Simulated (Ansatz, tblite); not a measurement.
**(LiSH)2 ring (Li2H2S2): one state, many levels**

How do method and basis change the picture of (LiSH)2 ring (Li2H2S2) (singlet)?

The runs use Ansatz 0.2.0, Gaussian basis; as each input shows.

The runs, in order: GFN1-xTB, GFN2-xTB, PBE-D4/def2-TZVP, r2SCAN-D4/def2-TZVP, B2PLYP/def2-TZVP, CAM-B3LYP-D4/def2-TZVP, BHLYP-D4/def2-TZVP, r2SCANh-D4/def2-TZVP, LC-ωPBE/def2-TZVP, r2SCAN0-D4/def2-TZVP, revPBE-D4/def2-TZVP, PBE-D4/def2-SVP, PBE0-D4/def2-SVP, CCSD(T)/def2-TZVPP, MP2/def2-TZVP, RPA/def2-TZVP.

## (1) The geometry

The singlet was relaxed beforehand with PBE-D4/def2-TZVP.

6 atoms, charge 0, spin multiplicity 1.

Bond lengths: Li1–S2 2.321 Å, Li1–S4 2.321 Å, S2–Li3 2.321 Å, S2–H5 1.354 Å, Li3–S4 2.321 Å, S4–H6 1.354 Å. Angles: S2–Li1–S4 111.5°, Li1–S2–Li3 68.3°, Li1–S2–H5 97.9°, Li3–S2–H5 97.9°, S2–Li3–S4 111.5°, Li1–S4–Li3 68.3°, Li1–S4–H6 97.9°, Li3–S4–H6 97.9°.

PBE0-D4/def2-TZVP was run before; its log isn't repeated, and its numbers join the tables.

## (2) GFN1-xTB

Tight binding, by tblite at 300 K electronic temperature and without a spin-polarisation term:

```python
tblite.interface.Calculator('GFN1-xTB', numbers, positions, charge=0, uhf=0).singlepoint()
```

Energy -252.2029 eV, HOMO -9.91 eV, LUMO -6.35 eV; 0.003 s.

## (3) GFN2-xTB

Tight binding, by tblite at 300 K electronic temperature and without a spin-polarisation term:

```python
tblite.interface.Calculator('GFN2-xTB', numbers, positions, charge=0, uhf=0).singlepoint()
```

Energy -221.3027 eV, HOMO -9.56 eV, LUMO -6.34 eV; 0.002 s.

## (4) PBE-D4/def2-TZVP

start.molden holds the orbitals of an earlier run on this state, given as this run's starting guess.

The input, in.yaml:

```yaml
crystal:
  periodic: [false, false, false]
  atoms:
    - {symbol: Li, position_ang: [0.623185, -0.913879, -0.782244]}
    - {symbol: S, position_ang: [1.744537, 0.226214, 0.900286]}
    - {symbol: Li, position_ang: [-0.556306, 0.302769, 1.197614]}
    - {symbol: S, position_ang: [-1.658911, -1.008633, -0.368474]}
    - {symbol: H, position_ang: [1.889992, 1.410160, 0.259399]}
    - {symbol: H, position_ang: [-2.042489, -0.016632, -1.206581]}
basis:
  gaussian: {orbitals: def2-TZVP, initial_orbitals: start.molden}
hamiltonian: {xc: pbe, dispersion: d4}
scf: {omitted_lower_state_checks: [starts]}
output: {forces: true, orbitals: {seedname: orbitals}}
```

The run is started by

```bash
$ ansatz run in.yaml --threads 4 --pin off --events-out ev --progress --plain --max-ram 3916MiB
```

Further steps of the session: r2SCAN-D4/def2-TZVP; B2PLYP/def2-TZVP; CAM-B3LYP-D4/def2-TZVP; BHLYP-D4/def2-TZVP; r2SCANh-D4/def2-TZVP; LC-ωPBE/def2-TZVP; r2SCAN0-D4/def2-TZVP; revPBE-D4/def2-TZVP; PBE-D4/def2-SVP; PBE0-D4/def2-SVP; CCSD(T)/def2-TZVPP; MP2/def2-TZVP; RPA/def2-TZVP.

Before running them: what should the planned runs give, taken together? Wanted: gap in def2-TZVP, named functionals, smallest and largest; correlation energy, CCSD(T)/def2-TZVPP; correlation energy, MP2/def2-TZVP; binding an atom, CCSD(T)/def2-TZVPP; PBE0 total energy, smallest basis above largest.

As calculated:

| quantity | value |
| --- | --- |
| gap in def2-TZVP, named functionals, smallest and largest | 4.06 eV (revPBE-D4), 9.87 eV (LC-ωPBE) |
| correlation energy, CCSD(T)/def2-TZVPP | -14.13 eV |
| correlation energy, MP2/def2-TZVP | -11.88 eV |
| binding an atom, CCSD(T)/def2-TZVPP | 2.710 eV |
| PBE0 total energy, smallest basis above largest | 7.67 eV (def2-SVP, def2-TZVP) |

Over the named functionals in def2-TZVP the gap runs from 4.06 eV (revPBE-D4) to 9.87 eV (LC-ωPBE); exact exchange widens it. The functionals in def2-TZVP miss CCSD(T)/def2-TZVPP by -0.003 (LC-ωPBE) to +0.068 eV (PBE-D4) an atom. The reference is CCSD(T) in one finite basis, so it carries an error of its own, often a tenth of an eV or more, and near misses can't be ranked.
